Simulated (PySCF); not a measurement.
Molecule: SMILES NCC(F)(F)F, C₂H₄F₃N.

Mapped SMILES: `[NH2:1][CH2:2][C:3]([F:4])([F:5])[F:6]`. Hydrogens are named by the atom that carries them.

Spin–spin couplings on one PBE0-D3(BJ)/def2-SVP geometry, PySCF 2.14.0 with density-fitted response routines, gas phase, non-relativistic, equivalent pairs averaged (spin–dipole term only in couplings to heteroatoms); isotopes 13C, 19F, 1H, 15N; functional B3LYP.

**Question.** How do the couplings (Hz) change with the basis set? Times are CPU seconds on shared hosts with different chips, so compare them loosely. Far from the basis limit: pcJ-0, 6-31G*, def2-TZVP, cc-pVTZ.

**Answer.** 
```tsv
basis set	functions	1J(C3,F4)	1J(C2,H(C2))	1J(N1,H(N1))	1J(C2,C3)	1J(N1,C2)	2J(F4,F5)	2J(C2,F4)	core-s
pcJ-0	90	-476.3	120.3	-56.6	49.2	-2.0	-53.7	13.8	7.4
6-31G*	92	-259.6	152.4	-67.6	86.2	-10.8	120.6	34.7	7.9
pcJ-1	202	-342.8	139.0	-69.3	69.5	-5.8	61.2	35.4	24
def2-TZVP	210	-373.5	131.8	-64.5	68.9	-4.0	24.0	35.5	26
cc-pVTZ	236	-320.4	123.0	-57.1	62.1	-2.8	41.5	33.0	30
```

The Fermi-contact term samples the wavefunction at the nucleus, which is why sets with added tight s functions (names with J) are made for couplings.
